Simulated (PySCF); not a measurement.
## Potential energy of P₂⁺ along the bond

Set-up: basis P def2-SVP; no relativity; PySCF 2.14. Energies in eV from P⁺ + P in their ground configurations at the same level. State: ²Πu (doublet), unpaired electrons π ↑.

All columns are PBE0.

```
R (Å)  E (eV)  HOMO (eV)  LUMO (eV)  Mayer bond order  ⟨S²⟩
1.704  -2.997     -15.58     -13.79              2.41  0.75
1.784  -3.952     -15.59     -13.45              2.41  0.75
1.863  -4.480     -15.52     -13.15              2.42  0.75
1.923  -4.667     -15.27     -12.94              2.43  0.75
1.982  -4.721     -15.04     -12.74              2.43  0.75
2.042  -4.670     -14.83     -12.55              2.44  0.75
2.121  -4.482     -14.56     -12.33              2.45  0.75
2.220  -4.116     -14.26     -12.07              2.46  0.75
2.339  -3.567     -13.94     -11.80              2.47  0.75
2.497  -2.766     -13.57     -11.48              2.49  0.75
```

The state was picked by a PBE0 search and need not be the measured ground state.
